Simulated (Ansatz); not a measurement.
`CC[SiH]` + H₂ → `[SiH2]` + `CC` at 600 K and 1 bar (hydrogenolysis of the Si–C bond).

Gas-phase electronic energies from Ansatz, PBE0-D4/def2-TZVP geometries. CCSD(T)/CBS adds triple-zeta CCSD(T) − MP2 to the extrapolated MP2 energy (def2 sets, frozen cores). This one scheme is used for every species.

```tsv
species	CCSD(T)/CBS energy (Eh)	H − E (kJ/mol)	S (J/(mol·K))
`CC[SiH]`	-368.72354	231.4	358.5
H₂	-1.17544	43.9	150.8
`[SiH2]`	-290.19011	52.1	233.9
`CC`	-79.71954	228.8	274.9
```

H − E and S are ideal-gas, rigid-rotor, harmonic terms from PBE0-D4/def2-TZVP, for one conformer and one mirror image of each species. The MP2-based limit puts H₂ 0.8 mEh under its directly extrapolated value; such offsets cancel only in part. 1 Eh = 2625.50 kJ/mol, R = 8.31446 J/(mol·K).

By hand: ΔE, ΔH, ΔS and ΔG.

ΔE = (-290.19011) + (-79.71954) − (-368.72354) − (-1.17544) = -0.01067 Eh = -28.0 kJ/mol. Δ(H − E) = 52.1 + 228.8 − 231.4 − 43.9 = 5.6, so ΔH = -22.4 kJ/mol. ΔS = 233.9 + 274.9 − 358.5 − 150.8 = -0.5 J/(mol·K). ΔG = -22.4 − 600 × (-0.5)/1000 = -22.1 kJ/mol.

By hand: the equilibrium constant, and the temperature at which ΔG would vanish if ΔH and ΔS stayed fixed.

log₁₀ K = −ΔG/(RT ln 10) = 1.9. ΔG = 0 at ΔH/ΔS = 44800 K, far beyond where these terms or the molecules hold.

The number of gas molecules stays the same, so ΔS is small and ΔH decides. A doubt of 5 kJ/mol in ΔE shifts log₁₀ K by 0.4 here. Other conformers and mirror images would add mixing entropy, several J/(mol·K) or more a flexible species. These are equilibria of isolated gas molecules and say nothing of rates. Largest T1 diagnostic: 0.014 (customary marks: 0.02 for closed shells, 0.045 for open ones).
